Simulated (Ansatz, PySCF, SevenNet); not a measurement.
**Bulk modulus B0 of rock-salt MgS: levels of theory against measurement**

Reference value: 81 GPa (measured, corrected for zero-point motion; as tabulated in Goldzak et al. (2022), arXiv:2208.04865).

```tsv
level (code)	value (GPa)	cell (Å³/atom)
SevenNet-l3i5	72.7	17.86
LDA (Ansatz)	83.2	16.87
PBE (Ansatz)	74.0	17.88
r²SCAN (Ansatz)	(withheld)	17.61
B3LYP (VWN-RPA form) (Ansatz)	74.7	18.03
r²SCAN0 (Ansatz)	82.8	17.43
Hartree–Fock (Ansatz)	(withheld)	18.45
MP2 (PySCF)	(withheld)	17.36
CCSD (PySCF)	82.4 ± 3	17.55
```

Fill in the missing entries.


- r²SCAN (Ansatz, a quantum-chemistry and plane-wave program), value (GPa): 79.8
- Hartree–Fock (Ansatz), value (GPa): 77.0
- MP2 (PySCF), value (GPa): 85.5 ± 3

Errors against the reference: SevenNet-l3i5 -10.2 %, LDA +2.7 %, PBE -8.6 %, r²SCAN -1.5 %, B3LYP (VWN-RPA form) -7.8 %, r²SCAN0 +2.2 %, Hartree–Fock -4.9 %, MP2 +5.6 %, CCSD +1.7 %.

Once the reference is moved by up to 5.0 % (a margin picked here for doubts on the reference and the settings) and values within 1.7 % count as equal, the nearest can be r²SCAN (-1.5 %), CCSD (+1.7 %), r²SCAN0 (+2.2 %), LDA (+2.7 %), Hartree–Fock (-4.9 %) or MP2 (+5.6 %).

A ± on a computed value is a rough bar: the spread of its extrapolation, a floor set from checks against published values, or a statistical error. Each level is taken at its own relaxed cell. Cutoffs and k meshes differ between the levels. Ansatz's density-functional and Hartree–Fock values are scalar-relativistic unless marked +SOC, with PAW data made under PBE.

Machine-learned potentials (SevenNet-l3i5) are trained on DFT data: a solid inside that data is no test of them.

Differences are worked out from the printed values.
